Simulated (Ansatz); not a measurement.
**Pulling the pair apart**

The pair of H$_{2}$O (SMILES O, atoms 1–3) and Si$_{2}$H$_{6}$ (SMILES [SiH3][SiH3], atoms 4–11), both closed shells, in one local arrangement (a lower one may exist), relaxed at PBE0-D4/def2-TZVP:

```xyz
11
angstrom
O -0.2326 0.0730 -2.0383
H 0.3782 0.7415 -2.3585
H 0.0974 -0.7606 -2.3829
Si 1.1128 -0.2107 0.7712
Si -1.1902 0.2005 0.9048
H 1.8209 0.8972 0.0725
H 1.7200 -0.3376 2.1265
H 1.3949 -1.4773 0.0409
H -1.5308 1.5063 0.2843
H -1.6106 0.2523 2.3346
H -1.9600 -0.8848 0.2449
```

Si$_{2}$H$_{6}$ is shifted rigidly along the line between the mean atom positions of the two fragments (negative: closer). Counterpoise interaction energies in kcal/mol. Program: Ansatz 0.2.0. Basis: def2-TZVPPD. Cores are frozen in the correlated methods.

| shift (Å) | PBE0-D4 | wB97M-V | r2SCAN-D4 |
| --- | --- | --- | --- |
| -0.31 | -1.80 | -2.49 | -2.14 |
| -0.15 | -2.71 | -3.32 | -3.09 |
| 0.00 | -3.05 | -3.55 | -3.41 |
| 0.15 | -3.04 | -3.44 | -3.35 |
| 0.37 | -2.75 | -3.01 | -2.98 |
| 0.77 | -1.97 | -2.04 | -2.06 |
| 1.55 | -0.83 | -0.87 | -0.85 |
| 3.10 | -0.09 | -0.19 | -0.15 |

At the largest shift the D4 term itself is slightly repulsive (PBE0-D4 +1.4 meV): a quirk of that model, not of the functional.

(1) What does CCSD(T) give at these shifts? (Judge from chemistry; the value comes from the calculation.)

T1 diagnostic: at most 0.013.

Results:

(1) By the calculation: -0.94, -2.13, -2.66, -2.78, -2.59, -1.89, -0.84, -0.19 kcal/mol. For zero shift, CCSD(T) at an estimated basis limit (MP2 extrapolated from triple and quadruple zeta, plus CCSD(T) − MP2 in triple zeta) gives -3.13 kcal/mol. These are counterpoise interaction energies, counted from the two frozen fragments.

For scale, one of the runs: CCSD(T)/def2-TZVPPD, 272 basis functions, launched by `ansatz run in.yaml --threads 4 --pin off --events-out ev --progress --plain --max-ram 9574MiB`. Time: 32 s of wall clock on 4 CPU threads of an Intel Xeon 6975P-C; the host was shared. Peak host memory: 7.4 GiB.
